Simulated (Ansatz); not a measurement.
Computed with Ansatz on PBE0-D4/def2-TZVP structures; ΔE is electronic, products minus reactants. CBS: MP2 limit from def2 TZ/QZ plus the TZ coupled-cluster correction, frozen cores. This one scheme is used for every species. Functionals use def2-TZVPP. Each species was taken in one conformer, which may not be the lowest.

Consider the formal hydrolysis of a B–N bond: `CBN` + H₂O → `CBO` + NH₃.

`CBN`:

Z-matrix (Å, degrees):
```
C
B 1 1.568
H 1 1.095 2 110.4
H 1 1.096 2 110.3 3 116.2
H 1 1.094 2 114.3 3 -121.9
N 2 1.392 1 122.0 3 122.1
H 2 1.202 1 121.0 3 -57.9
H 6 1.005 2 123.2 1 180.0
H 6 1.007 2 123.1 1 -0.0
```

H₂O:

Z-matrix (Å, degrees):
```
O
H 1 0.960
H 1 0.960 2 105.1
```

`CBO`:

Z-matrix (Å, degrees):
```
C
B 1 1.559
H 1 1.096 2 110.2
H 1 1.092 2 113.4 3 122.1
H 1 1.096 2 110.2 3 -115.8
O 2 1.357 1 119.4 3 -122.1
H 2 1.207 1 121.8 3 57.8
H 6 0.960 2 113.1 1 180.0
```

NH₃:

Z-matrix (Å, degrees):
```
N
H 1 1.013
H 1 1.013 2 107.1
H 1 1.013 2 107.1 3 -114.5
```

```
          level  ΔE (kcal/mol)  difference from CCSD(T)/CBS
      revPBE-D4           -0.8                          0.2
        ωB97M-V           -1.7                         -0.7
       PBE-QIDH           -1.2                         -0.2
         revPBE           -1.7                         -0.7
        r2SCANh           -1.8                         -0.8
        r2SCAN0           -1.6                         -0.6
        LC-ωPBE           -1.4                         -0.4
  CCSD/def2-SVP           -3.4                         -2.4
CCSD/def2-TZVPP           -1.7                         -0.7
  MP2/CBS(def2)           -0.7                          0.3
    CCSD(T)/CBS           -1.0                            0
```

Largest T1 diagnostic among the species: 0.012.

At CCSD(T), def2-SVP lies −2.4 kcal/mol from the extrapolated value and def2-TZVPP −0.6 kcal/mol. In def2-TZVPP, CCSD(T) changes the Hartree–Fock value by +1.6 kcal/mol (the triples alone add +0.1 kcal/mol) and MP2 by +1.9 kcal/mol. Leaving LDA and LC-ωPBE aside and taking each functional with its dispersion term where it has one, the values, not all of them listed here, spread over 2.1 kcal/mol, from B97M-V to revPBE-D4. LDA lies +1.0 kcal/mol from PBE without D4.
